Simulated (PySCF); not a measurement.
**Electron affinity of P by level of theory**

P⁻ [Ne] 3s2 3p4 (3P) → P [Ne] 3s2 3p3 (4S), as a difference of total energies. All numbers are calculated (PySCF 2.14, scalar relativity by spin-free X2C-1e, in x2c-QZVPPall with one added diffuse shell each of s, p, d, f type (10s7p5d3f1g, 86 functions)). Correlated levels: valence: [Ne] frozen. The calculations carry no spin-orbit coupling.

| method | electron affinity (eV) | difference from reference (eV) |
| --- | --- | --- |
| UHF | -0.336 | -1.083 |
| MP2 (valence) | 0.509 | -0.238 |
| SCS-MP2 (valence) | 0.593 | -0.154 |
| CCSD (valence) | 0.586 | -0.161 |
| CCSD(T) (valence) | 0.657 | -0.090 |

Reference: 0.747 eV (measured; photodetachment measurements, as compiled on the Wikipedia data page of electron affinities).

The reference lies between the lowest fine-structure levels, while these numbers refer to the centres of the terms.

Errors of the correlated levels include the incompleteness of this basis and the frozen core.

A negative affinity means that the anion lies above the atom at that level of theory.
